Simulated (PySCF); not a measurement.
Gas-phase reaction: 2 H3SiPH2 = 2 P + 2 SiH2 + 3 H2

Computed with PySCF and rigid-rotor harmonic-oscillator thermochemistry at 1 bar. † marks an energy on the PBE0/def2-TZVP geometry and frequencies. CCSD(T) freezes the core. Open shells (unrestricted): P (multiplicity 4); the rest are closed-shell singlets. B3LYP is the form with VWN-RPA correlation. CCSD(T) isn't extrapolated to the basis-set limit; its ΔH°(298 K) is 974.6 kJ in def2-SVP and 1052.4 kJ in def2-TZVPP. The harmonic model lacks anharmonicity and excited electronic states, which grow with temperature; levels with a mode under 35 cm⁻¹ are left out. Internal rotation in H3SiPH2 is treated as a harmonic vibration of one conformer, which makes the entropy rough.

```tsv
level	ΔE electronic, kJ	ΔH°(298 K), kJ	ΔS°(298 K), J/K	ΔG°(800 K), kJ
B3LYP/def2-TZVP†	1142	1092	573	625
BLYP/def2-TZVP†	1110	1059	573	592
CCSD(T)/def2-TZVPP†	1103	1052	573	585
PBE0/def2-SVP†	1208	1157	573	690
ωB97X-V/def2-TZVP†	1243	1192	573	725
```
ΔH° is lowest at CCSD(T)/def2-TZVPP† and highest at ωB97X-V/def2-TZVP†. No reference value is set beside these.
